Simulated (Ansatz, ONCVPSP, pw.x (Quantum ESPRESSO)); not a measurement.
**Mg (Z = 12): one change to the ONCV potential, in the atom and in the bcc crystal**

| Item | Value |
| --- | --- |
| Element | magnesium |
| Generator | ONCVPSP 4.0.1 |
| Type | optimised norm-conserving Vanderbilt (ONCV) |
| Functional | PBEsol |
| Relativity | scalar-relativistic |
| Frozen core | [Ne] |
| Valence charge | 2 |
| Reference configuration | 3s2 |
| Partial waves | 3s: rc 2.45 bohr, ncon 4, nbas 7, qcut 2.9 1/bohr, 1 projector; p scattering state at 0.19 Ha: rc 2.10 bohr, ncon 3, nbas 6, qcut 4.4 1/bohr, 2 projectors, debl 0.8 Ha |
| Local potential | polynomial inside 1.40 bohr (lpopt 2, dvloc0 -1 Ha) |
| Core correction | Teter function, fcfact 5.5, rcfact 1.25 |

Change: all radii but the core radius scaled by about 1.31 (s 3.20, p 2.74 bohr); local potential polynomial inside 1.84 bohr (lpopt 2, dvloc0 -1 Ha).

Cutoffs, loose and tight: the cutoffs (Ha) at which the residual kinetic energy of the hardest occupied pseudo-wave falls to 1 and 0.1 mHa per electron. They do not see the model core or the augmentation charge, which bear on the density cutoff. Test errors are all-electron minus pseudo excitation energies from the reference, over the configurations 3s1; 3s1.5; 3s1 3p1; 3s0 3p1; variants that change the core or the reference have their own tests.

Crystal test: bcc Mg in pw.x 7.5, no spin, 13³ k-points, Fermi–Dirac smearing 0.01 Ry, cutoffs set for each file from its atomic test. The reference is all-electron LAPW (Ansatz 0.2.0) with the same functional, mesh and smearing; V0 and B0 come from Birch–Murnaghan fits to the pressures at five volumes. Errors are pseudo minus all-electron; Δ is the rms difference of the E(V) curves that follow from these fits, minima aligned, over ±6 % about the mean V0. Mesh and smearing are coarse, so the numbers serve the comparison and aren't converged zero-temperature values; the lattice is a test structure that the element need not adopt.

All-electron: a0 = 3.559 Å (V0 = 22.55 Å³/atom), B0 = 36.1 GPa.

Does the change bring the crystal closer to the all-electron result?

The mean pressure error goes from -0.02 to -0.25 GPa, so the change moves the solid further from the all-electron pressures.

| quantity | base | changed |
| --- | --- | --- |
| outcome (atom) | generated | generated, projector energies reset by the program |
| cutoff, loose (atom) | 3.5 Ha | 2.6 Ha |
| cutoff, tight (atom) | 8.0 Ha | 3.7 Ha |
| bound ghosts (atom) | none | none |
| largest test error (meV) (atom) | -13 | -62 |
| cutoffs in pw.x (Ry) | 50/200 | 50/200 |
| a0 (Å) | 3.558 | 3.551 |
| a0 error (%) | -0.02 | -0.23 |
| B0 error (%) | +1.1 | +1.2 |
| Δ (meV/atom) | 0.1 | 1.2 |
| mean pressure error (GPa) | -0.02 | -0.25 |

Base: The generator flags a localised state at positive energy (s at 29 eV). The cutoffs count occupied waves only; projector 2 of the p channel, the hardest unoccupied one, needs 17 Ha at the loose tolerance. Changed file: The largest radius (3.20 bohr) exceeds half the bond length (2.91 bohr), so the spheres overlap, which is one possible source of error among others.
